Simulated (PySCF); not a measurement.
Gas-phase reaction: 4 H3SiSiCl3 + Si = 6 SiHCl2 + c-Si3H6

Method: PySCF energies plus ideal-gas RRHO corrections (1 bar). † marks an energy on the PBE0/def2-TZVP geometry and frequencies; other levels use their own. MP2 freezes the core. Open shells (unrestricted): Si (multiplicity 3, electronic degeneracy 9), SiHCl2 (multiplicity 2); the rest are closed-shell singlets. Spin-orbit splitting is ignored; it lowers the true energy and changes the entropy of Si. H3SiSiCl3, SiHCl2, c-Si3H6: computed as isolated molecules; such fragments, hydroxides, amides, oligomers or adducts are transient or little studied in the gas. MP2 isn't extrapolated to the basis-set limit; its ΔH°(298 K) is 726.5 kJ in def2-SVP and 730.4 kJ in def2-TZVPP. The harmonic model lacks anharmonicity and excited electronic states, which grow with temperature; levels with a mode under 35 cm⁻¹ are left out. Internal rotation in H3SiSiCl3 is treated as a harmonic vibration of one conformer, which makes the entropy rough.

```csv
level,"ΔE electronic, kJ","ΔH°(298 K), kJ","ΔS°(298 K), J/K","ΔG°(2000 K), kJ"
HF/def2-TZVP†,583,560,413,-182
M06-2X/def2-TZVP†,672,649,413,-92
MP2/def2-SVP†,749,726,413,-15
MP2/def2-TZVPP†,753,730,413,-11
PBE/def2-SVP,644,619,415,-130
PBE/def2-TZVP†,614,592,413,-150
PBE0/def2-QZVP†,641,618,413,-124
PBE0/def2-TZVP,647,624,413,-118
LDA/def2-TZVP†,702,679,413,-62
ωB97X-V/def2-TZVP†,743,720,413,-21
```
ΔH° is lowest at HF/def2-TZVP† and highest at MP2/def2-TZVPP†. No reference value is set beside these.
